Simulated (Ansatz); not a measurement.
# H2O (triplet): from Hartree-Fock to the top rungs at distance H1–H2 along a hydrogen transfer = 0.877 Å, cc-pVTZ

Aim: climb from Hartree-Fock through coupled cluster and multireference methods for H2O (triplet) at one geometry and basis, and see what each rung misses.

Method: cc-pVTZ, correlated electrons: outside noble gas; program: Ansatz 0.2.0, Gaussian basis.

To be run: UHF; CCSD(T) on ROHF; CCSD(T) on UHF; BCCD(T) on ROHF; CISD; CCSDT(Q) on ROHF; CCSDT(Q) on UHF; CASSCF and NEVPT2, 4 electrons in 4 orbitals; CASSCF and MRCISD+Q, 8 electrons in 6 orbitals; CASSCF and NEVPT2, 8 electrons in 6 orbitals.

**1. The system**

The geometry derives from fragments relaxed apart (PBE0/def2-TZVP) and kept rigid, so it is no stationary point. A hydrogen atom is moved between rigid fragments.

3 atoms, charge 0, spin multiplicity 3.

Atoms are counted from 1 here; the program's logs count them from 0.

Bond lengths: H2–O3 1.089 Å.

In the tables R marks a restricted open-shell determinant and U an unrestricted one; 'pair' is the active space of 4 electrons in 4 orbitals; 'valence' is the active space of 8 electrons in 6 orbitals; correlation energies count from the lowest restricted Hartree-Fock solution.

**2. UHF**

in.yaml reads:

```yaml
crystal:
  periodic: [false, false, false]
  atoms:
    - {symbol: H, position_ang: [0.000000, 0.000000, -0.947667]}
    - {symbol: H, position_ang: [0.000000, 0.000000, -0.070667]}
    - {symbol: O, position_ang: [0.000000, 0.000000, 1.018333]}
basis:
  gaussian: {orbitals: cc-pVTZ}
magnetization: {spin_polarized: true, initial_magnetization: 2}
hamiltonian: {xc: hf}
output: {orbitals: {seedname: orbitals}}
```

On the command line:

```
ansatz run in.yaml --threads 1 --pin off --events-out ev --progress --plain --max-ram 2393MiB
```

Further steps of the session: CCSD(T) on ROHF; CCSD(T) on UHF; BCCD(T) on ROHF; CISD; CCSDT(Q) on ROHF; CCSDT(Q) on UHF; CASSCF and NEVPT2, 4 electrons in 4 orbitals; CASSCF and MRCISD+Q, 8 electrons in 6 orbitals; CASSCF and NEVPT2, 8 electrons in 6 orbitals.

Before running them: what should the planned runs give, taken together? Wanted: correlation energy, UCCSDT(Q); RMP2 from UCCSDT(Q); UMP2 from UCCSDT(Q); RCCSD from UCCSDT(Q); RCCSD(T) from UCCSDT(Q); UCCSD(T) from UCCSDT(Q); RCCSDT(Q) from UCCSDT(Q); NEVPT2 pair from UCCSDT(Q); NEVPT2 valence from UCCSDT(Q).

The runs gave:

| quantity | value |
| --- | --- |
| correlation energy, UCCSDT(Q) | -6.7807 eV |
| RMP2 from UCCSDT(Q) | +589.7 meV |
| UMP2 from UCCSDT(Q) | +730.5 meV |
| RCCSD from UCCSDT(Q) | +190.5 meV |
| RCCSD(T) from UCCSDT(Q) | +19.1 meV |
| UCCSD(T) from UCCSDT(Q) | +18.8 meV |
| RCCSDT(Q) from UCCSDT(Q) | +2.0 meV |
| NEVPT2 pair from UCCSDT(Q) | +610.2 meV |
| NEVPT2 valence from UCCSDT(Q) | +914.9 meV |
| MRCISD+Q valence from UCCSDT(Q) | +64.4 meV |
| levels of the table within 1 kcal/mol (43 meV) | RCCSD(T), UCCSD(T), BCCD(T), RCCSDT, UCCSDT, RCCSDT(Q) |
| T1 diagnostic | 0.023 |
| effectively unpaired electrons | 2.01 |

What this shows: RCCSD(T) lands +19.1 meV from the yardstick (0.3 % of the correlation energy). One determinant dominates. Of the multireference levels listed MRCISD+Q valence comes nearest in total energy (+64.4 meV), which doesn't show that its space is the better one. These misses are within one basis, not against nature; the frozen cores of restricted and unrestricted runs differ, which can shift their rows.
